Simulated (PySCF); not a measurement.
Species: C4H11P.
SMILES: `CP(C)(C)=C`

The closed-shell ground state was solved at several levels (PySCF, density fitting, gas phase, non-relativistic). Isolated species at its PBE0-D3(BJ)/def2-SVP geometry, gas phase.

```tsv
level	basis functions	HOMO (eV)	LUMO (eV)	gap (eV)	dipole (D)
PBE0/aug-cc-pVDZ	218	-4.77	-0.29	4.48	3.32
PBE0/cc-pVTZ	308	-4.73	0.81	5.54	3.14
PBE0/cc-pVDZ	129	-4.48	1.40	5.88	3.09
PBE0/IGLO-III	294	-4.84	0.40	5.24	3.24
```

(1) Estimate the row for PBE0/pcSseg-0, a basis of 71 functions; the other rows only guide the guess.

(2) Over all these levels, which gives the widest orbital gap and which the narrowest?

(3) How much does the basis alone move the frontier levels among the 5 PBE0 rows (the withheld one included)?

(4) How far do the dipole and the HOMO energy spread over the levels?

Results:

(1) HOMO -4.44 eV, LUMO 1.65 eV, gap 6.09 eV, dipole 3.03 D.

(2) PBE0/pcSseg-0 has the widest, 6.09 eV, and PBE0/aug-cc-pVDZ the narrowest, 4.48 eV. From the narrowest to the widest the HOMO moves by +0.33 eV and the LUMO by +1.94 eV.

(3) The HOMO by 0.40 eV and the LUMO by 1.94 eV. By rising basis size (HOMO, LUMO in eV): pcSseg-0 -4.44, 1.65; cc-pVDZ -4.48, 1.40; aug-cc-pVDZ -4.77, -0.29; IGLO-III -4.84, 0.40; cc-pVTZ -4.73, 0.81.

(4) The dipole runs from 3.03 to 3.32 D (mean 3.16 D) and the HOMO from -4.84 to -4.44 eV.
